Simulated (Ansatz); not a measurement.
Basis sets compared for the cluster MgCl₂⁻ (the lowest doublet isomer of a short search). Total charge -1; doublet. Geometry PBE0-D4/def2-TZVPD. Ansatz on 4 threads of Arm Neoverse V1 on a shared host; times are rough, and most runs start from earlier orbitals.

```xyz
3

Mg    0.1825    0.5771   -0.4976
Cl   -1.9732    0.3512    0.3006
Cl    1.7907   -0.9283    0.1970
```

B3LYP takes the VWN-RPA correlation. At HF/STO-3G, PBE-D4/def2-SVPD, PBE-D4/def2-TZVPD, B3LYP-D4/6-31G and others the highest occupied level of the charge -1 doublet lies above zero (up to 3.48 eV). In Hartree–Fock with STO-3G the lack of diffuse functions raises the level. By energy differences its removal costs 1.84 eV (vertical, to the charge 0 singlet, at PBE-D4/def2-TZVPD); a positive level beside a positive removal energy at the same level points to self-interaction error. The structure comes from a short search, and lower isomers may exist.

```csv
level,functions,energy (Eh),HOMO (eV),LUMO (eV),wall time
HF/STO-3G,27,-1106.3108,3.48,15.21,0.1 s
HF/6-31G,39,-1118.7313,-2.14,5.14,0.15 s
PBE-D4/def2-SVPD,75,-1119.8273,0.53,1.69,0.8 s
B3LYP-D4/6-31G,39,-1120.6481,0.09,2.22,0.65 s
PBE0-D4/def2-SVPD,75,-1119.9244,-0.18,2.36,1.2 s
```

(1) Estimate the rows for PBE-D4/def2-TZVPD, B3LYP-D4/def2-TZVPD, PBE0-D4/def2-TZVPD.

Results:

(1) 
| level | functions | energy (Eh) | HOMO (eV) | LUMO (eV) | wall time |
| --- | --- | --- | --- | --- | --- |
| PBE-D4/def2-TZVPD | 127 | -1120.2011 | 0.57 | 1.74 | 1.2 s |
| B3LYP-D4/def2-TZVPD | 127 | -1120.7580 | 0.05 | 2.12 | 1.7 s |
| PBE0-D4/def2-TZVPD | 127 | -1120.2950 | -0.15 | 2.41 | 1.7 s |
